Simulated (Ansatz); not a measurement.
Born–Oppenheimer molecular dynamics of CH6BCl (9 atoms, charge 0, multiplicity 1). It starts at the highest image of a converged band. Of that band: Neighbouring images differ by up to 1.3 eV, so the band resolves the path poorly. A vibrational analysis at the climbing image gives one clearly imaginary mode, 1139i cm⁻¹: a first-order saddle point.

Theory: RKS B3LYP/def2-SVP (Ansatz 0.2.0).

- ensemble: NVE (velocity Verlet)
- time step: 0.5 fs
- steps asked: 200
- starting velocities drawn for: 300 K
- seed: 10532

First frame:

```xyz
9
Properties=species:S:1:pos:R:3
B -0.082 -0.307 0.183
C 0.070 -0.049 1.923
H -0.885 -0.040 2.468
H 0.821 -0.636 2.476
H 0.452 0.979 1.853
Cl 1.527 -0.090 -0.639
H -1.041 0.318 -0.177
H -0.443 -1.546 0.057
H -0.187 -1.202 1.074
```

Problem. How far do the bonds stretch over the last three quarters of this one trajectory? (Pairs bonded in most of those frames.)

Solution. 
```
  bond  mean (Å)  spread (Å)  shortest  longest
 B1–C2     1.557       0.021      1.52     1.59
B1–Cl6     1.770       0.048      1.70     1.86
 B1–H7     1.206       0.011      1.19     1.23
 C2–H3     1.105       0.030      1.06     1.15
 C2–H4     1.104       0.010      1.08     1.12
 C2–H5     1.111       0.015      1.09     1.15
 H8–H9     0.767       0.029      0.72     0.81
```

Mean temperature of the second half: 1382 K. The conserved energy stayed within 0.2 meV per atom of its start (net change 0.025 meV per atom), so the integration is sound. The kinetic energy rose, since the run started high on the potential surface and went downhill. It ends in pieces (CH4BCl + H2), so much of that is their flight and rotation, not heat. A run of 0.1 ps of so small a system gives no equilibrium averages. The orbitals stay closed-shell, which can raise the energy where a bond breaks towards radicals; this wasn't checked here.

Run time: 4.1 min on 1 thread of Intel(R) Xeon(R) 6975P-C (Granite Rapids), with other jobs on the host, peak memory 0.18 GiB.
